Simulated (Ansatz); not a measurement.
# HGa–C–O, triplet in cc-pVDZ: errors against UCCSDT(Q)

Geometry: displaced at random from a stationary point.

```xyz
4

Ga   -0.0070   -0.0474    0.7325
C    -0.0078    0.1146   -1.2039
O     0.0402    0.0437   -2.3889
H    -0.0626    1.2194    1.5932
```

Basis cc-pVDZ; Ansatz 0.2.0. Correlated methods freeze the noble-gas cores and the filled d shells of p-block atoms, which leaves 14 electrons in 44 orbitals. R marks a restricted (for open shells ROHF) determinant, U an unrestricted one. No spin–orbit coupling is included, and no scalar relativity.

Full CI isn't at hand for all of this; UCCSDT(Q) serves as the reference, and is uncertain by the last step of the cluster series or more. The frozen core follows each run's orbitals, which can shift R against U totals by a few meV for light atoms and by up to 0.1 eV past Ca.

* UHF ⟨S²⟩: 2.018
* T1 diagnostic (RCCSD): 0.0288
* largest doubles amplitude (RCCSD): 0.064
* T1 diagnostic (UCCSD): 0.0279

| level | E − E(UCCSDT(Q)) (kJ/mol) | wall time |
| --- | --- | --- |
| UHF | 996.9 | – |
| UMP2 | 89.9 | – |
| UCCSD | 46.1 | – |
| UCCSD(T) | 7.4 | 6 s |
| UCCSDT | 4.2 | – |

Run but not shown, since their state, orbitals or frozen core can't be matched to the reference's or they repeat it: RHF, RMP2, RCCSD, RCCSD(T), BCCD(T), RCCSDT, RCCSDT(Q).

Times hold each run's SCF and search for its determinant on a shared host, so for small cases they say little of a method's own cost; they ran on 1 thread of Arm Neoverse V1.
